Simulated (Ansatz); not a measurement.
One starting cell of BP (a generated cell, BP built in the AFLOW prototype AB_oI4_44_a_b (as in GaAs)) was relaxed twice with Ansatz (plane waves, PAW, scalar-relativistic): with PBEsol at 420 eV and with PBE at 420 eV. The PBEsol result:

```cif
data_B4P4
_chemical_formula_sum 'P4 B4'
_space_group_name_H-M_alt 'F-43m'
_space_group_IT_number 216
_space_group_name_Hall 'F -4 2 3'
_cell_length_a 4.52011
_cell_length_b 4.52011
_cell_length_c 4.52011
_cell_angle_alpha 90.000
_cell_angle_beta 90.000
_cell_angle_gamma 90.000
loop_
_atom_site_label
_atom_site_type_symbol
_atom_site_symmetry_multiplicity
_atom_site_Wyckoff_symbol
_atom_site_fract_x
_atom_site_fract_y
_atom_site_fract_z
_atom_site_occupancy
P1 P 4 a 0.00000 0.00000 0.00000 1
B1 B 4 c 0.25000 0.25000 0.25000 1
```
(The calculation used a cell of 2 atoms; values per cell refer to that cell.)

```json
[
 {"quantity": "space group", "PBEsol": "F-43m", "PBE": "F-43m"},
 {"quantity": "volume (Å³/atom)", "PBEsol": "11.54", "PBE": "___"},
 {"quantity": "a (Å)", "PBEsol": "4.520", "PBE": "___"},
 {"quantity": "gap (eV, no spin-orbit coupling)", "PBEsol": "1.11", "PBE": "___"}
]
```

### Question
What does PBE give for the same quantities?

### Answer

- volume (Å³/atom), PBE: 11.76
- a (Å), PBE: 4.548
- gap (eV, no spin-orbit coupling), PBE: 1.25

Both levels end in the same structure; PBE's volume is 1.9 % larger; its gap is 0.14 eV larger. Neither column is exact.

No spin polarisation in the result.

Measured for BP: a 4.525 Å (static lattice; corrected from measurement; as listed in Daniel Mejia-Rodriguez, S. B. Trickey, Phys. Rev. B (2018)); gap 2 eV (room temperature; as listed in arXiv:1206.3780). Computed minus measured — a: PBEsol -0.1 %, PBE +0.5 %; gap: PBEsol -0.89 eV, PBE -0.75 eV. The computed values are for a static lattice, and a measured gap can be an optical one, lowered by exciton binding.

The run could not lose the symmetry of its start; a randomly shaken copy of 4 atoms returns to this structure.

Ansatz is a quantum-chemistry and plane-wave program.
